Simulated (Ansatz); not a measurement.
How far each method lies from UCCSDT(Q) for Ge2HF (H-bridged), triplet

Geometry: that of the Ge2HF (H-bridged), singlet, kept fixed. The singlet lies 1.7 eV lower here.

```yaml
atoms:
  - { symbol: F, position_ang: [-0.0458, -1.4271, 0.0000] }
  - { symbol: Ge, position_ang: [0.0148, 0.1825, -1.1977] }
  - { symbol: Ge, position_ang: [0.0148, 0.1825, 1.1977] }
  - { symbol: H, position_ang: [-1.2672, 0.5962, 0.0000] }
```

Basis cc-pVDZ; Ansatz 0.2.0. Correlated methods freeze the noble-gas cores and the filled d shells of p-block atoms, which leaves 16 electrons in 44 orbitals. Prefix R: restricted or restricted open-shell reference; prefix U: unrestricted. No spin–orbit coupling is included, and no scalar relativity.

Full CI isn't at hand for all of this; UCCSDT(Q) serves as the reference, and is uncertain by the last step of the cluster series or more. The frozen core follows each run's orbitals, which can shift R against U totals by a few meV for light atoms and by up to 0.1 eV past Ca.

```
UHF ⟨S²⟩                          : 2.059
T1 diagnostic (RCCSD)             : 0.0312
largest doubles amplitude (RCCSD) : 0.057
T1 diagnostic (UCCSD)             : 0.0247
```

```csv
level,E − E(UHF) (eV)
UMP2,-9.0410
UCCSD,-9.8533
UCCSD(T),-10.1471
```

**Question.** Estimate how far UCCSDT(Q) in cc-pVDZ lies from UCCSD(T). The table doesn't fix it; the size of (T) and the diagnostics are the guide.

**Answer.** UCCSDT(Q) in cc-pVDZ lies 6.5 kJ/mol below UCCSD(T), which is 23 % of the (T) step (-28.3 kJ/mol). T1 is raised, but (T) still catches most of what CCSD lacks. The miss exceeds 1 kcal/mol.

The other levels:

```tsv
level	E − E(UCCSDT(Q)) (kJ/mol)	wall time
UCCSDT	2.7	–
```

Run but not shown, since their state, orbitals or frozen core can't be matched to the reference's or they repeat it: RHF, RMP2, RCCSD, RCCSD(T), BCCD(T), RCCSDT, RCCSDT(Q).
